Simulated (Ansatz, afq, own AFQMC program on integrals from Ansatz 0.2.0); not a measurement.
Integrals from Ansatz 0.2.0, then the random walk in our own AFQMC program (afq).

```yaml
crystal:
  periodic: [false, false, false]
  atoms:
    - {symbol: Ge, position_ang: [0.000000, 0.000000, 0.269193]}
    - {symbol: O, position_ang: [0.000000, 0.000000, -1.363087]}
    - {symbol: H, position_ang: [0.000000, 1.286605, 1.118308]}
    - {symbol: H, position_ang: [0.000000, -1.286605, 1.118308]}
basis:
  gaussian: {orbitals: cc-pVDZ}
magnetization: {spin_polarized: true, initial_magnetization: 0}
correlation: {method: ccsd_t, electrons: outside_noble_gas, hamiltonian_folder: ham}
```

```sh
$ ansatz run in.yaml --threads 1 --pin off --events-out ev --progress --plain --max-ram 1843MiB
```

Options of the walk:

```
--method free --trial cisd --walkers 60 --time-step 0.03 --max-blocks 80 --target-error 0.00042 --factor-cut 1e-05 --seed 6258 --times 0,0.21,0.42,0.81,1.2,1.8,2.4,3 --taylor-order 8
```

Times are imaginary, in 1/Eh. The walk had a cap of 513 s. Filled inner d shells are frozen with the cores.

```
orbitals 36  electrons 6 6  factors 287 of 544
reference energy -2151.29568018 Eh
CCSD correlation -0.30801891 Eh in 11 cycles, weight of the determinant in the CISD state 0.8655
repeat  energy at the last time / Eh  error
    10  -2151.617380  0.004056
    20  -2151.615001  0.002386
    30  -2151.617958  0.002162
    40  -2151.616414  0.001766
    50  -2151.616100  0.001465
    60  -2151.615881  0.001269
    70  -2151.616686  0.001243
    80  -2151.616451  0.001164
time / (1/Eh)  energy / Eh  error  mean overlap
  0.00  -2151.603185  0.000333  1.1549
  0.21  -2151.609939  0.000386  1.1556
  0.42  -2151.613160  0.000481  1.1473
  0.81  -2151.614653  0.000513  1.1495
  1.20  -2151.615160  0.000634  1.1740
  1.80  -2151.615641  0.000714  1.1879
  2.40  -2151.617020  0.000869  1.1847
  3.00  -2151.616451  0.001164  1.2127
energy -2151.616451 +/- 0.001164 Eh
```

Task: Estimate how long the walk took on 1 thread of Arm Neoverse V2, on a shared host.

Result: 3.7 min of wall time.

The run passed its tests (error under three times the target), which doesn't prove that it has relaxed.

Against this walk (error 31.7 meV) on the same determinant: CCSD(T) 31.6 meV higher (within the noise), CCSDT(Q) 35.4 meV lower (within the noise). The error is statistical, and a free projection of finite length keeps a remainder of its start.

Cautions: remainder of the start not in the error; error above the target (31.7 against 11.4 meV); no relativity below Rb; no spin-orbit coupling; inner d shell frozen; higher spins were not checked; an unrestricted solution with more broken spin lies lower (8 meV, ⟨S²⟩ 0.22), while this determinant keeps restricted orbitals; raised T1 diagnostic (T1 0.031, weight of the determinant 0.87, largest double 0.11).

CCSDT and higher add their correlation energy to the determinant of the CCSD(T) run, since their own runs factorise the integrals more tightly (a shift of under 2 meV). A walk keeps the symmetry of its determinant, which the program's search chose and which needn't be the lowest solution, so a lower state of the same spin and another symmetry isn't excluded.
